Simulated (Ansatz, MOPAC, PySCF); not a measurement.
Bond stretch in SMILES P. The P1–H4 bond (P1 also carries H, H; H4 carries nothing else) is varied alone, starting from the PBE0/def2-TZVP optimised geometry. Each curve is given relative to its own lowest point near equilibrium.

```tsv
R / Å	A	B	C
1.06	110.6	94.6	94.2
1.12	78.6	58.4	58.2
1.20	46.3	27.0	27.0
1.28	23.8	9.4	9.5
1.33	13.9	3.6	3.6
1.38	6.9	0.6	0.6
1.42	3.1	0.0	0.0
1.47	0.3	0.9	0.9
1.48	0.0	1.3	1.3
1.56	0.1	6.1	6.1
1.64	4.0	13.3	13.3
1.75	14.2	25.4	25.7
1.92	36.8	46.0	47.2
2.13	69.8	70.4	73.8
2.37	107.0	93.6	101.5
2.55	131.9	106.8	119.5
2.85	165.8	—	144.4
3.10	187.2	—	160.5
3.50	211.4	—	179.3
3.82	224.3	—	189.5
4.31	237.2	—	199.5
4.91	246.4	—	206.0
```

Energies in mEh.

### Question
Assign the columns to these levels of theory: PM7, restricted, heats of formation run with MOPAC 23.2.5; CCSDT(Q) on RHF/cc-pVTZ, frozen core run with Ansatz (a program for electronic structure); restricted TPSSh/cc-pVTZ in PySCF 2.14.0.

### Answer
A is PM7; B is RCCSDT(Q); C is RKS-TPSSh.

A dash means that the run gave no value there, or that the column was ended at a point which the program doubted or which failed a test of continuity chosen for this set; such a test can also cut sound points.

The restricted form behind RKS-TPSSh, PM7 keeps the bonding electrons paired and can't separate into open-shell fragments. The T1 diagnostic of CCSD on the restricted reference of RCCSDT(Q) exceeds 0.045 at 2.85 to 4.91 Å.
